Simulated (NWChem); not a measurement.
Molecule: hydrogen peroxide (H₂O₂); SMILES OO

```xyz
4

O      0.0408    -0.7081    -0.1221
O     -0.0408     0.7081    -0.1221
H     -0.7587    -0.9394     0.3701
H      0.7587     0.9394     0.3701
```
Atoms are numbered in this order, from 1.

All runs: NWChem. Geometry optimised at PBE0/def2-SVP; all other runs use it. 

| quantity | level | value |
|---|---|---|
| solvation free energy (kcal/mol) in n-hexane | PBE0/def2-SVP, SMD | -2.8 |
| vertical, lowest excitation, singlet (eV) | PBE0/def2-SVPD, TDA | 6.37 |
| −ε(HOMO) (eV) | PBE/def2-SVP | 5.53 |
| isotropic polarisability (bohr³), static | PBE0/def2-SVPD | [?] |
| dipole (D) | PBE0/def2-SVP | [?] |
| highest harmonic frequency (cm⁻¹) | PBE0/def2-SVP | [?] |

Q: What belongs in the gaps?

A: 
- isotropic polarisability (bohr³), static, value: 14.5
- dipole (D), value: 1.80
- highest harmonic frequency (cm⁻¹), value: 3826
